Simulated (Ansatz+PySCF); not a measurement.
The numbers below are computed, except where a source is named.
**Several solutions for singlet Li₂**

```xyz
2

Li    0.0000    0.0000   -2.4387
Li    0.0000    0.0000    2.4387
```

Basis set: 6-31G (spherical functions). Charge 0, multiplicity 1.

PBE0 (unrestricted) was run from several starts with Ansatz (development build ahead of 0.2.0) and PySCF 2.14.0.

```json
{"run": "A", "program": "Ansatz", "start": "atomic start, no search", "converged": "yes", "energy (hartree)": "-14.92488", "<S²>": "0.00"}
{"run": "B", "program": "PySCF", "start": "program defaults", "converged": "yes", "energy (hartree)": "-14.92488", "<S²>": "0.00"}
{"run": "C", "program": "Ansatz", "start": "search for the lowest state", "converged": "yes", "energy (hartree)": "-14.93528", "<S²>": "0.85"}
{"run": "D", "program": "Ansatz", "start": "stability test followed", "converged": "yes", "energy (hartree)": "-14.93528", "<S²>": "0.85"}
```

Problem. Which runs reached the lowest solution of this kind, and what is wrong with the others?

Solution. C, D reached the lowest solution found. Converged but too high: A by 0.28 eV, B by 0.28 eV. Convergence only shows a stationary point, and even a stable one can lie too high; stability tests and further starts are what find lower ones. Caution: the unrestricted determinant is a mixture of spin states.
